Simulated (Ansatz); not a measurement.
Process, species as SMILES: OO (H2O2) → [O]O (O-OH) + H atom
B3LYP-D3(BJ)/def2-TZVP geometries, fixed; electronic energies without zero-point terms.

Basis-set convergence of the bond dissociation energy at PBE0 with Ansatz (a quantum-chemistry and plane-wave program). Cartesian d functions, on some or all atoms, in 6-31G*, 6-31G**; all else is spherical. The program fits the integrals of some runs and decomposes those of others, by size. Open shells are unrestricted. No added dispersion term, no relativity. Functions are those of the species that has most. Reference: the value in aug-pcseg-3, 87.22 kcal/mol, itself unsure by roughly 0.06 kcal/mol (its mean distance from aug-cc-pVQZ, cc-pV5Z, def2-QZVPPD). Deviations are taken from unrounded values.

```
basis            functions  bond dissociation energy (kcal/mol)  minus reference (kcal/mol)
---------------  ---------  -----------------------------------  --------------------------
STO-3G                  12                                85.42                       -1.80
3-21G                   22                                84.52                       -2.70
6-31G                   22                                83.43                       -3.79
def2-SV(P)              32                                78.22                       -9.00
6-31G*                  34                                82.20                       -5.02
def2-SVP                38                                84.14                       -3.08
6-31G**                 40                                85.57                       -1.65
6-311G**                48                                85.65                       -1.57
aug-cc-pVDZ             64                                86.34                       -0.88
def2-TZVP               74                                85.86                       -1.36
def2-TZVPP              90                                86.87                       -0.35
jun-cc-pV(T+d)Z        106                                87.22                        0.00
aug-cc-pVTZ            138                                87.25                        0.03
def2-QZVPP             174                                87.13                       -0.09
aug-cc-pVQZ            252                                87.19                       -0.03
```

The smallest set listed that lies within 0.5 kcal/mol of the reference with all its larger relatives (same family, alike in diffuse functions; a set with none counts only in the reference's own line) is def2-TZVPP (90 functions, -0.35 kcal/mol off).
